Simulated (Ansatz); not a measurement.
## AsH3, singlet: the ladder up to RCCSDTQ

Geometry: a PBE0/def2-TZVP stationary point for this spin, not checked as a minimum.

```yaml
atoms:
  - { symbol: As, position_ang: [0.0002, 0.0000, -0.0329] }
  - { symbol: H, position_ang: [1.2593, 0.0140, 0.8215] }
  - { symbol: H, position_ang: [-0.6489, 1.0868, 0.8116] }
  - { symbol: H, position_ang: [-0.6239, -1.1021, 0.8106] }
```

Basis cc-pVDZ; Ansatz 0.2.0. Correlated methods freeze the noble-gas cores and the filled d shells of p-block atoms, which leaves 8 electrons in 28 orbitals. R marks a restricted (for open shells ROHF) determinant. Active spaces: valence = (8e, 7o) chosen from the atoms' valence shells. No spin–orbit coupling is included, and no scalar relativity.

Full CI isn't at hand for all of this; RCCSDTQ serves as the reference, and is uncertain by about the last step of the cluster series.

```
UHF ⟨S²⟩                          : 0.000
T1 diagnostic (RCCSD)             : 0.0108
largest doubles amplitude (RCCSD) : 0.051
```

```json
{"level": "RHF", "E − E(RCCSDTQ) (kJ/mol)": "409.9", "share of correlation (%)": "0.00", "wall time": "–"}
{"level": "RMP2", "E − E(RCCSDTQ) (kJ/mol)": "83.6", "share of correlation (%)": "79.60", "wall time": "–"}
{"level": "CISD", "E − E(RCCSDTQ) (kJ/mol)": "30.4", "share of correlation (%)": "92.58", "wall time": "0.42 s"}
{"level": "RCCSD", "E − E(RCCSDTQ) (kJ/mol)": "10.5", "share of correlation (%)": "97.44", "wall time": "–"}
{"level": "RCCSD(T)", "E − E(RCCSDTQ) (kJ/mol)": "1.9", "share of correlation (%)": "99.54", "wall time": "0.33 s"}
{"level": "BCCD(T)", "E − E(RCCSDTQ) (kJ/mol)": "1.9", "share of correlation (%)": "99.55", "wall time": "0.42 s"}
{"level": "RCCSDT", "E − E(RCCSDTQ) (kJ/mol)": "0.4", "share of correlation (%)": "99.90", "wall time": "–"}
{"level": "RCCSDT(Q)", "E − E(RCCSDTQ) (kJ/mol)": "0.0", "share of correlation (%)": "99.99", "wall time": "1 s"}
{"level": "CASSCF (valence space)", "E − E(RCCSDTQ) (kJ/mol)": "274.2", "share of correlation (%)": "33.10", "wall time": "–"}
{"level": "NEVPT2 (valence space)", "E − E(RCCSDTQ) (kJ/mol)": "67.7", "share of correlation (%)": "83.48", "wall time": "1.6 s"}
{"level": "MRCISD (valence space)", "E − E(RCCSDTQ) (kJ/mol)": "12.7", "share of correlation (%)": "96.90", "wall time": "–"}
{"level": "MRCISD+Q (valence space)", "E − E(RCCSDTQ) (kJ/mol)": "-0.4", "share of correlation (%)": "100.10", "wall time": "1.5 s"}
```

The correlation energy at RCCSDTQ, counted from RHF, is -4.248 eV. That run took 12 s on 1 thread of Intel Xeon 6975P-C, shared host.

Times hold each run's SCF and search for its determinant on a shared host, so for small cases they say little of a method's own cost; they ran on 1 thread of Intel Xeon 6975P-C.

Natural occupations of CASSCF (valence space) about the gap: 1.995 1.977 1.968 1.968 0.034 0.034 0.024; effectively unpaired electrons, Σ n²(2−n)², 0.02.

Atomization energy (electronic, same basis, no zero-point term; atoms at the same level, unrestricted beside the R rows where the molecule is a closed shell, but restricted open-shell past Ca, as are all atoms' steps beyond CCSDT(Q)) at RCCSDTQ: 840.4 kJ/mol. Errors of other levels:

| level | error (kJ/mol) |
| --- | --- |
| RHF | -224.4 |
| RMP2 | -42.3 |
| CISD | -26.1 |
| RCCSD | -7.9 |
| RCCSD(T) | -1.2 |
| BCCD(T) | -1.2 |
| RCCSDT | -0.2 |
| RCCSDT(Q) | 0.0 |
| CASSCF (valence space) | -88.8 |
| NEVPT2 (valence space) | -28.3 |
| MRCISD (valence space) | -8.4 |
| MRCISD+Q (valence space) | -4.0 |

This basis is far from its limit, so the value isn't to be set against a measured one. Truncated CI isn't size-consistent, which counts against it in atomization.
